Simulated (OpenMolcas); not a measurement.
# NO2 (nitrogen dioxide), step by step

We compute the energy (UHF/STO-3G), then the energy (CASSCF(5,5)/STO-3G), then a single-point energy (CASPT2(5,5)/STO-3G), then a single-point energy (SC-NEVPT2(5,5)/STO-3G) of NO2 (nitrogen dioxide). 

The calculation is run with OpenMolcas 26.06.

1 further run of the same task is left out (it didn't finish).

## (1) The molecule

The species is NO2 (3 atoms), meant as a doublet with charge 0. As SMILES, `[O]N=O`. The N2–O3 distance was set to 2.957 Å, away from the relaxed value. At this shape a bond of the SMILES string is far longer than usual.

Bond lengths: O1–N2 1.183 Å.

## (2) The energy at UHF/STO-3G (run 1)

step1.inp reads:

```
* NO2 Hartree-Fock
>>> EXPORT MOLCAS_PRINT=2

&GATEWAY
 BASLIB=$CurrDir
 COORD
 3
 bohr
 O     -0.51397149    -5.16426434    -0.82415114
 N     -1.41202604    -3.13643703    -1.10101491
 O      0.10523885     2.06225812     0.27452051
 BASIS=STO-3G
 GROUP=NoSym

&SEWARD

&SCF
 UHF
 SPIN=2
 SCRAMBLE=0.25
 PRORBITALS=1 1
```

The basis set STO-3G is read from a file made from the Basis Set Exchange's data (not shown).

Started as:

```bash
$ export MOLCAS_MEM=1860
$ pymolcas step1.inp > step1.log
```

The program printed:

```text
--- Start Module: gateway ---
[...]
--- Stop Module: gateway /rc=_RC_ALL_IS_WELL_ ---
--- Start Module: seward ---
[...]
      Basis functions           15
--- Stop Module: seward /rc=_RC_ALL_IS_WELL_ ---
--- Start Module: scf ---
[...]
       Convergence after  47 Iterations
[...]
::    Total SCF energy                               -201.3438423138
[...]
      Total spin, S                                     1.0343639845
[...]
      Total electronic charge=   23.000000
      Total            charge=   -0.000000
[...]
      Dipole Moment (debye):
      Origin of the operator (angstrom)=   -0.3027   -1.0762   -0.2785
                   X=  1.0405E-01               Y= -2.4388E-01               Z=  3.2113E-02           Total=  2.6709E-01
      Quadrupole Moment (debye*angstrom):
[...]
--- Stop Module: scf /rc=_RC_ALL_IS_WELL_ ---
[...]
```

Run time: 2.5 s. Hardware: 1 thread of Arm Neoverse V1, shared host; peak memory 0.37 GiB.

## (3) The energy at CASSCF(5,5)/STO-3G (run 2)

step2.input reads:

```
>>> EXPORT MOLCAS_PRINT=2
&GATEWAY
BasLib = $CurrDir
Coord
3
bohr
O     -0.51397149    -5.16426434    -0.82415114
N     -1.41202604    -3.13643703    -1.10101491
O      0.10523885     2.06225812     0.27452051
Basis = STO-3G
Group = NoSym
&SEWARD
&RASSCF
FileOrb = $CurrDir/step1.UnaOrb
Spin = 2
Nactel = 5 0 0
Inactive = 9
Ras2 = 5
OrbListing = Nothing
```

The basis set STO-3G is read from a file made from the Basis Set Exchange's data (not shown).

Started as:

```bash
$ export MOLCAS_MEM=1860
$ pymolcas step2.input > step2.log
```

The program printed:

```text
--- Start Module: gateway ---
[...]
--- Stop Module: gateway /rc=_RC_ALL_IS_WELL_ ---
--- Start Module: seward ---
[...]
      Basis functions           15
--- Stop Module: seward /rc=_RC_ALL_IS_WELL_ ---
--- Start Module: rasscf ---
[...]
      Number of active orbitals                  5
[...]
      Spin quantum number                      0.5
[...]
      Active orbitals                            5
[...]
      Number of CSFs                            75
[...]
      Number of root(s) required                 1
[...]
      Convergence after 12 iterations
[...]
      printout of CI-coefficients larger than  0.05 for root  1
      energy=    -201.388865
      conf/sym  11111     Coeff  Weight
             1  22u00  -0.59495 0.35397
             6  2udu0   0.41745 0.17426
            16  2uud0   0.24131 0.05823
            30  20u20  -0.58647 0.34394
            41  02u02  -0.15810 0.02500
            63  0udu2   0.11094 0.01231
[...]
      Natural orbitals and occupation numbers for root  1
      sym 1:   1.864695   1.010743   1.000005   0.989263   0.135294
      ************************************************************************************************************************
      *                                                    Final results                                                     *
[...]
::    RASSCF root number  1 Total energy:   -201.38886501
[...]
      Total electronic charge=   23.000000
      Total            charge=   -0.000000
[...]
      Dipole Moment (debye):
      Origin of the operator (angstrom)=   -0.3027   -1.0762   -0.2785
                   X=  1.3535E-01               Y= -3.1615E-01               Z=  4.1177E-02           Total=  3.4636E-01
      Quadrupole Moment (debye*angstrom):
[...]
--- Stop Module: rasscf /rc=_RC_ALL_IS_WELL_ ---
[...]
```

Run time: 2.2 s. Hardware: 1 thread of Arm Neoverse V1, shared host; peak memory 0.37 GiB.

## (4) A single-point energy at CASPT2(5,5)/STO-3G (run 3)

step3.inp reads:

```
&GATEWAY
 BasLib
 $CurrDir
 Coord
 3
 bohr
 O     -0.51397149    -5.16426434    -0.82415114
 N     -1.41202604    -3.13643703    -1.10101491
 O      0.10523885     2.06225812     0.27452051
 Basis
 STO-3G
 Group
 NoSym

&SEWARD

&RASSCF
 FileOrb
 $CurrDir/step2.RasOrb
 Spin
 2
 Nactel
 5 0 0
 Inactive
 9
 Ras2
 5
 OrbListing
 Nothing

&CASPT2
 Imaginary
 0.1
 Frozen
 3
```

The basis set STO-3G is read from a file made from the Basis Set Exchange's data (not shown).

Started as:

```bash
$ export MOLCAS_MEM=1860
$ pymolcas step3.inp > step3.log
```

The program printed:

```text
--- Start Module: gateway ---

                                              &GATEWAY

                       available to each process: 1.9 GB of memory, 1 thread

 Basis Set     1 Label: O.STO-3G
 Basis set is read from library:.
 basistype.tbl is not found

 Basis Set     2 Label: N.STO-3G
 Basis set is read from library:.
 basistype.tbl is not found

 Basis Set     3 Label: O.STO-3G
 Basis set is read from library:.
 basistype.tbl is not found

++    Symmetry information:
      ---------------------

                    Character Table for C1

                             E
                    a        1  x, y, xy, Rz, z, xz, Ry, yz, Rx, I
--

++    Basis set information:
      ----------------------

      Basis set label: O.STO-3G.........

[... 116 lines left out ...]
      Nuclear repulsion energy =   43.80259543
[... 84 lines left out ...]
      Note: transformation to natural orbitals
[... 4 lines left out ...]
      conf/sym  11111     Coeff  Weight
[... 13 lines left out ...]
++    Final optimization conditions:
[... 16 lines left out ...]
::    RASSCF root number  1 Total energy:   -201.38886504
[... 57 lines left out ...]
      Natural orbitals for root   1 are written to the RASORB.1 file
[... 53 lines left out ...]
      Imaginary shift                            0.10
[... 11 lines left out ...]
++ CASPT2 computation for group   1

********************************************************************************
 Multi-State initialization phase begins for group   1
--------------------------------------------------------------------------------
********************************************************************************
 Compute H0 matrices for state    1
--------------------------------------------------------------------------------
--------------------------------------------------------------------------------
 H0 matrices have been computed.

********************************************************************************
  CASPT2 EQUATION SOLUTION
--------------------------------------------------------------------------------
 Invalid disk address                    -8
 I/O error in DaFile_checkarg
 Unit =                    45

--- Stop Module: caspt2 /rc=-6 ---

.########################.
.# Non-zero return code #.
.########################.

    Timing: Wall=2.05 User=1.16 System=0.36
```

Wall time 2.3 s (1 thread of Arm Neoverse V1, shared host); peak memory 0.37 GiB.

The program stopped with an error.

## (5) The energy at SC-NEVPT2(5,5)/STO-3G (run 4)

step4.inp reads:

```
&GATEWAY
 BasLib=$CurrDir
 Coord
 3
 bohr
 O     -0.51397149    -5.16426434    -0.82415114
 N     -1.41202604    -3.13643703    -1.10101491
 O      0.10523885     2.06225812     0.27452051
 Basis=STO-3G
 Group=NoSym

&SEWARD

&RASSCF
 FileOrb=$CurrDir/step2.RasOrb
 Spin=2
 Nactel=5 0 0
 Inactive=9
 Ras2=5
 OrbListing=Nothing

&CASPT2
 SC-NEVPT2
 Frozen=3
```

The basis set STO-3G is read from a file made from the Basis Set Exchange's data (not shown).

Started as:

```bash
$ export MOLCAS_MEM=1860
$ pymolcas step4.inp > step4.log
```

The program printed:

```text
--- Start Module: gateway ---
[...]
--- Stop Module: gateway /rc=_RC_ALL_IS_WELL_ ---
[...]
      Basis functions           15
[...]
--- Start Module: rasscf ---
[...]
      Number of active orbitals                  5
[...]
      Spin quantum number                      0.5
[...]
      Active orbitals                            5
[...]
      Number of CSFs                            75
[...]
      Number of root(s) required                 1
[...]
      Convergence after  4 iterations
[...]
      printout of CI-coefficients larger than  0.05 for root  1
      energy=    -201.388865
      conf/sym  11111     Coeff  Weight
             1  22u00  -0.59496 0.35397
             6  2udu0   0.41745 0.17426
            16  2uud0   0.24131 0.05823
            30  20u20  -0.58646 0.34394
            41  02u02  -0.15810 0.02500
            63  0udu2   0.11094 0.01231
[...]
      Natural orbitals and occupation numbers for root  1
      sym 1:   1.864697   1.010753   1.000005   0.989253   0.135292
      ************************************************************************************************************************
      *                                                    Final results                                                     *
[...]
::    RASSCF root number  1 Total energy:   -201.38886504
[...]
      Total electronic charge=   23.000000
      Total            charge=   -0.000000
[...]
      Dipole Moment (debye):
      Origin of the operator (angstrom)=   -0.3027   -1.0762   -0.2785
                   X=  1.3534E-01               Y= -3.1614E-01               Z=  4.1171E-02           Total=  3.4635E-01
      Quadrupole Moment (debye*angstrom):
[...]
--- Stop Module: rasscf /rc=_RC_ALL_IS_WELL_ ---
--- Start Module: caspt2 ---
[...]
 ###    WARNING: User changed nr of frozen orbitals.                         ###
 ###############################################################################
[...]
      E2 (Variational):          -0.0659675167
[...]
      E2 (Variational):          -0.0655966818
      Total energy:            -201.4544617232
[...]
      Reference weight:           0.97115
[...]
::    SC-NEVPT2 Root  1     Total energy:   -201.45446172
[...]
--- Stop Module: caspt2 /rc=_RC_ALL_IS_WELL_ ---
[...]
```

It took 2.1 s on 1 thread of Arm Neoverse V1, shared host; peak memory 0.37 GiB.

## (6) What came out

| quantity | value |
| --- | --- |
| run 1, UHF/STO-3G: total energy | -201.34384 Eh |
| run 1, UHF/STO-3G: dipole moment | 0.27 D |
| run 1, UHF/STO-3G: HOMO energy (highest over α and β) | -9.02 eV |
| run 1, UHF/STO-3G: LUMO energy (lowest over α and β) | 6.91 eV |
| run 1, UHF/STO-3G: ⟨S²⟩ | 2.104 |
| run 2, CASSCF(5,5)/STO-3G: total energy | -201.38887 Eh |
| run 2, CASSCF(5,5)/STO-3G: dipole moment (CASSCF density) | 0.35 D |
| run 4, SC-NEVPT2(5,5)/STO-3G: total energy | -201.45446 Eh |
| run 4, SC-NEVPT2(5,5)/STO-3G: dipole moment (CASSCF density) | 0.35 D |
| run 3, CASPT2(5,5)/STO-3G | no result (crashed) |

**Reading.** ⟨S²⟩ (run 1, UHF/STO-3G) is 2.10 where a pure doublet has 0.75: the reference is spin-contaminated. 1 of the 4 runs did not end normally.
